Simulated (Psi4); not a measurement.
# wB97X-D/def2-SVPD (density fitting, sweep point 2) run of C3H4F2 (SMILES C=CC(F)F)

Aim: energy and gradient of C3H4F2. 

The calculation is run with Psi4 1.11.

8 further runs of the same task are left out: 1 that didn't finish, 7 set aside as unsound or not needed.

## Step 1: The structure to begin with

C3H4F2 has 9 atoms, charge 0, and is taken as a singlet. As SMILES, `C=CC(F)F`. The coordinates come from a PBE0-D4/def2-TZVP relaxation. This is one conformer, not always the lowest.

Bond lengths: C1–C2 1.322 Å, C2–C3 1.490 Å, C3–F4 1.354 Å, C3–F5 1.363 Å, C1–H6 1.083 Å, C1–H7 1.083 Å, C2–H8 1.086 Å, C3–H9 1.097 Å. Some angles: C1–C2–C3 123.8°, C2–C3–F4 111.8°, C2–C3–F5 109.7°, F4–C3–F5 107.5°, C1–C2–H8 121.8°, C3–C2–H8 114.4°, C2–C1–H6 121.3°, C2–C1–H7 121.1°, C2–C3–H9 112.9°, F4–C3–H9 107.6°.

## Step 2: Energy and forces at wB97X-D/def2-SVPD (density fitting, sweep point 2)

Contents of calc.dat:

```
memory 1.6 GB

molecule mol {
  C     -0.521900    -0.520600    -1.183700
  C      0.228000    -0.538200    -0.095400
  C      0.252000     0.558900     0.913000
  F     -0.462400     1.634000     0.503400
  F      1.535300     0.972500     1.112300
  H     -1.169700     0.318600    -1.407000
  H     -0.507700    -1.345300    -1.885700
  H      0.877500    -1.376400     0.137500
  H     -0.142500     0.250400     1.888600
  symmetry c1
}

set basis def2-SVPD
set scf_type df
set soscf true

gradient('wb97x-d')
```

Run with:

```
psi4 calc.dat calc.out -n 1
```

calc.out:

```text
[...]
  Running in c1 symmetry.
[...]
  Nuclear repulsion =  176.659445294674128
[...]
  Multiplicity = 1
[...]
  Nalpha       = 20
  Nbeta        = 20
[...]
    Number of basis functions: 138
[...]
   @DF-RKS iter   1:  -315.94052444313485   -4.50839e-01   3.86495e-03 DIIS/ADIIS
[...]
   @DF-RKS iter   6:  -316.07076796273981   -3.28157e-10   5.75697e-09 SOKS, nmicro=conv
[...]
    Orbital Energies [Eh]
    ---------------------
    Doubly Occupied:
       1A    -24.840595     2A    -24.836194     3A    -10.469998
       4A    -10.324228     5A    -10.319960     6A     -1.351463
       7A     -1.289248     8A     -0.906078     9A     -0.798357
      10A     -0.694151    11A     -0.655912    12A     -0.648814
      13A     -0.617036    14A     -0.553495    15A     -0.520028
      16A     -0.519179    17A     -0.499360    18A     -0.482023
      19A     -0.433989    20A     -0.380505
[...]
  @DF-RKS Final Energy:  -316.07076796273981
   => Energetics <=
    Nuclear Repulsion Energy =            176.6594452946741285
    One-Electron Energy =                -784.8539994113962166
    Two-Electron Energy =                 319.0390666479133870
    DFT Exchange-Correlation Energy =     -26.9128333802283777
    Empirical Dispersion Energy =          -0.0024471137027071
    VV10 Nonlocal Energy =                  0.0000000000000000
    Total Energy =                       -316.0707679627398079
[...]
 Multipole Moments:
 ------------------------------------------------------------------------------------
     Multipole            Electronic (a.u.)      Nuclear  (a.u.)        Total (a.u.)
 ------------------------------------------------------------------------------------
 L = 1.  Multiply by 2.5417464519 to convert [e a0] to [Debye]
 Dipole X            :          1.9965187           -2.3476294           -0.3511107
 Dipole Y            :          4.6576130           -5.4643300           -0.8067170
 Dipole Z            :          3.2352313           -3.3091519           -0.0739206
 Magnitude           :                                                    0.8829130
[...]
  -Total Gradient:
     Atom            X                  Y                   Z
    ------   -----------------  -----------------  -----------------
       1        0.002455957709     0.000264488580     0.003981913553
       2       -0.001920110511    -0.000049741693    -0.003106314283
       3       -0.000768013284    -0.002530619074    -0.000304022111
       4        0.000965166523    -0.001652722029     0.000256778064
       5       -0.001785384592    -0.000674194114    -0.000470418822
       6        0.003062792846    -0.003990528858     0.001067253909
       7       -0.000232956953     0.003850863575     0.003031195846
       8       -0.002941075071     0.003838700914    -0.001061451825
       9        0.001307559326     0.000978959577    -0.003418991914
[...]
```

Wall time 22 s (1 thread of AMD EPYC 9R45 (Zen 5), shared host); peak memory 1.1 GiB.

## Step 3: Summary of results

Level: wB97X-D/def2-SVPD (density fitting, sweep point 2).

| quantity | value |
| --- | --- |
| total energy | -316.07077 Eh |
| dipole moment | 2.24 D |
| HOMO energy | -10.35 eV |
| LUMO energy | 1.29 eV |
| HOMO–LUMO gap | 11.65 eV |
| dispersion energy | -6.42 kJ/mol |
| largest force on an atom | 0.264 eV/Å |

In words: The largest force is 0.26 eV/Å: the shape isn't a stationary point for this species at this level.
